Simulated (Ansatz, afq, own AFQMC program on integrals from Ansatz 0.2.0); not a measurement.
# CH₃Al, singlet in cc-pVDZ, levels against CCSDT(Q)

```xyz
5

Al    0.0000    0.0000    0.5654
C     0.0000    0.0000   -1.2797
H     0.0000    1.4325    1.2385
H     0.0000   -1.4325    1.2385
H     0.0000    0.0000   -2.3633
```

Connectivity, by distances: AlH2–CH.

Basis cc-pVDZ. Only valence electrons are correlated. Integrals, coupled cluster, full CI and functionals: Ansatz 0.2.0; the random walks run on the same integrals in our own AFQMC program. ph-AFQMC/CISD is guided by a CISD state made of CCSD amplitudes; releasing the constraint for a short imaginary time cuts its bias at the price of noise, slowly where states lie close. ± is one standard error of the sampling.

Determinant: RHF, the one that the program's search chose, which needn't be the lowest solution. The geometry is a point of a scan.

No full CI on the walks' own integrals is used here; CCSDT(Q) serves as the reference and is uncertain by about the last step of the cluster series.

Cautions: higher spins were not checked; restricted determinant unstable towards unrestricted (UHF 950 meV lower, ⟨S²⟩ 0.97); raised T1 diagnostic (T1 0.023, weight of the determinant 0.87, largest double 0.14); CCSDT(Q) on the UHF determinant differs (859 meV lower), perhaps since the unrestricted series falls towards higher spin.

* T1 diagnostic: 0.0229
* weight of the determinant in the CISD state: 0.866
* size of the correlated space: 10 electrons in 41 orbitals

Reference: CCSDT(Q), correlation energy -5.963 eV. The released energy is read at 2.40 1/Eh (meV from the phaseless value at times in 1/Eh: -7 ± 15 at 0.24, -5 ± 17 at 0.51, 0 ± 18 at 0.99, -14 ± 22 at 1.62, -1 ± 30 at 2.40).

| level | E − E(reference) (mEh) | share of correlation (%) |
| --- | --- | --- |
| HF | 219.14 | 0.00 |
| MP2 | 49.61 | 77.36 |
| CCSD | 8.46 | 96.14 |
| CCSD(T) | 2.54 | 98.84 |
| CCSDT | 0.59 | 99.73 |
| ph-AFQMC/HF | -5.87 ± 2.08 | 102.68 |
| ph-AFQMC/CISD | -0.93 ± 0.62 | 100.42 |
| released AFQMC | -0.97 ± 1.10 | 100.44 |

A walk keeps the symmetry of its determinant, which the program's search chose and which needn't be the lowest solution, so a lower state of the same spin and another symmetry isn't excluded. Released energies are given only where the last usable release times agree within the noise; a slower fall can still hide under it.
